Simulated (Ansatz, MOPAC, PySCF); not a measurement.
Species: CHOS, charge 1, multiplicity 1. SMILES: C(=S)=[OH+]
Geometry: optimised at B3LYP-D3(BJ)/def2-TZVP (Ansatz, a first-principles code).

Unscaled harmonic wavenumbers (cm⁻¹) in rising order, each level at the stationary point that it reaches from this structure (no distance between atoms moves by over 0.3 Å); the order of modes can differ between levels, and a negative number is imaginary. B3LYP-D3(BJ)/def2-TZVP (PySCF, at the structure above): 444, 481, 922, 1022, 1928, 3556.

PM3 (MOPAC): 527, 541, 905, 1218, 1756, 3744. Zero-point energy 12.4 against 11.9 kcal/mol; where all levels lie over 400 cm⁻¹, the wavenumbers are on average 1.074 times those of B3LYP-D3(BJ)/def2-TZVP.

PM7 (MOPAC): 422, 442, 901, 1109, 1728, 2600. Zero-point energy 10.3 against 11.9 kcal/mol; where all levels lie over 400 cm⁻¹, the wavenumbers are on average 0.926 times those of B3LYP-D3(BJ)/def2-TZVP.

B3LYP/6-31G* (Ansatz): 422, 457, 916, 1026, 1929, 3521. Zero-point energy 11.8 against 11.9 kcal/mol; where all levels lie over 400 cm⁻¹, the wavenumbers are on average 0.981 times those of B3LYP-D3(BJ)/def2-TZVP.
